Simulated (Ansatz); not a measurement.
Working through a comparison of dispersion corrections of C2H3FO2, SMILES OC=C(O)F

Program: the Python package of Ansatz (0.2.0).

Typed at the interpreter:
```pycon
>>> import ansatz as az
>>> GEOMETRY = """
... O    -1.16290    0.47100    0.57810
... C     0.05950    0.58760    0.06300
... C     0.68450   -0.48600   -0.38720
... O     0.21450   -1.72380   -0.34460
... F     1.97040   -0.35520   -0.87350
... H    -1.48430    1.43310    0.81990
... H     0.51790    1.58510    0.05460
... H    -0.70750   -1.56890    0.03400
... """
>>> mol = az.Crystal.molecule()
>>> for line in GEOMETRY.strip().splitlines():
...     symbol, *xyz = line.split()
...     mol = mol.atom(symbol, [float(v) for v in xyz])
...
>>> calc = mol.calculation().basis(gaussian="def2-SVP")
>>> for name in ["pbe0", "blyp"]:
...     for correction in ("d3bj", "d4"):
...         summary = calc.functional(name, dispersion=correction).run(threads=1, backend="cpu").report
...         print(f"{name:8s} {correction:5s} total {summary['free_energy_ev']:.5f} eV, of which dispersion {1000 * summary['dispersion']['energy']['ev']:.2f} meV")
...
pbe0     d3bj  total -8916.22374 eV, of which dispersion -99.66 meV
pbe0     d4    total -8916.22084 eV, of which dispersion -96.76 meV
blyp     d3bj  total -8923.96018 eV, of which dispersion -250.99 meV
blyp     d4    total -8923.97887 eV, of which dispersion -269.68 meV
```

Notes:
- Total energies depend on the basis set; only differences at equal settings carry meaning.
- The geometry is a force-field or estimated start, not a minimum of this method, and the basis set is short of its limit. D4 holds the three-body term, and d3bj doesn't.
- Wall time of the script: 6.6 s on 1 thread of Arm Neoverse V2, on a shared host, peak memory 0.21 GiB.
